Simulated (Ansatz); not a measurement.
# HBO⁺, quartet: reading a ladder of total energies

Geometry: that of the HBO, triplet, kept fixed. The doublet lies 4.0 eV lower here.

```yaml
atoms:
  - { symbol: B, position_ang: [0.0000, -0.2038, 0.7317] }
  - { symbol: O, position_ang: [0.0000, 0.0840, -0.5793] }
  - { symbol: H, position_ang: [0.0000, 0.8523, 1.3474] }
```

Basis 6-31G; Ansatz 0.2.0. Only valence electrons are correlated (noble-gas cores frozen), which leaves 9 electrons in 18 orbitals. R marks a restricted (for open shells ROHF) determinant, U an unrestricted one.

Full CI is exact within this basis and frozen core; it isn't the basis-set limit. The frozen core follows each run's orbitals, which can shift R against U totals by a few meV.

Runs differ by some tens of microhartree through their thresholds and, for an open shell, their frozen cores, so steps under 0.1 kcal/mol mean nothing.

```json
{"level": "UHF", "total energy (hartree)": "-99.552326"}
{"level": "UMP2", "total energy (hartree)": "-99.633479"}
{"level": "UCCSD", "total energy (hartree)": "-99.658713"}
{"level": "UCCSD(T)", "total energy (hartree)": "-99.660963"}
{"level": "UCCSDT", "total energy (hartree)": "-99.661840"}
{"level": "UCCSDT(Q)", "total energy (hartree)": "-99.662018"}
{"level": "UCCSDTQ", "total energy (hartree)": "-99.662046"}
{"level": "full CI", "total energy (hartree)": "-99.662022"}
```

Q: What is the correlation energy at full CI, and what share of it do UMP2 and UCCSD(T) recover?

A: E(corr) = -99.662022 − (-99.552326) = -0.109696 hartree = -2.985 eV. UMP2: -0.081153 / -0.109696 = 73.98 %. UCCSD(T): -0.108637 / -0.109696 = 99.03 %.

Q: By how many kcal/mol does UCCSD(T) miss full CI (1 hartree = 627.509 kcal/mol), and which steps make up the rest?

A: -99.660963 − (-99.662022) = 0.001059 hartree = 0.66 kcal/mol. Steps: UCCSDT − UCCSD(T) = -0.55, UCCSDT(Q) − UCCSDT = -0.11, UCCSDTQ − UCCSDT(Q) = -0.02, full CI − UCCSDTQ = 0.02 kcal/mol. That is within 1 kcal/mol of the reference in this basis, which itself misses far more of the correlation at the basis-set limit.
